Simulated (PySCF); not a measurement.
Reproducing measurements on formaldehyde

**Experimental background.**

NIST CCCBDB Release 22 (SRD 101), experimental dipoles lists, for the gas: dipole moment (microwave Stark effect, vibrational ground state) 2.332 D.

How close the calculation comes is told at the end.

Compound: formaldehyde, CH2O.
Numbering: `[CH2:1]=[O:2]` (hydrogens: H3, H4 on C1)

Structure used (BHandHLYP/6-31+G*), in Å, numbered top down from 1:
```
atom  x, y, z in Å
C1    -0.0071    0.0041   -0.0051
O2     1.1256   -0.3804   -0.0117
H3    -0.8535   -0.6930    0.0177
H4    -0.2548    1.0723   -0.0239
```

Runs made with PySCF (gas phase, on this BHandHLYP/6-31+G* geometry; no spin–orbit coupling):

| level | job | basis functions | wall time |
| --- | --- | --- | --- |
| BHandHLYP/6-31+G*, grid level 1 | geometry optimisation from a GFN2-xTB start | 40 | 1.8 s |

Hardware: one thread of an Arm Neoverse V1 (shared host).

All basis functions are spherical.

**Comparison with experiment**

**Dipole moment.** Measured: 2.332 D (NIST CCCBDB Release 22 (SRD 101), experimental dipoles).

| level | computed (D) | computed − measured (D) | % (from the printed values) |
| --- | --- | --- | --- |
| BHandHLYP/6-31+G* | 2.670 | +0.338 | +14 |

The computed dipoles belong to one fixed geometry; measured ones are averaged over vibrations unless marked μe. Magnitudes are compared, not signs.

The geometry is computed, not the measured one. Where a level misses, the cause wasn't examined.
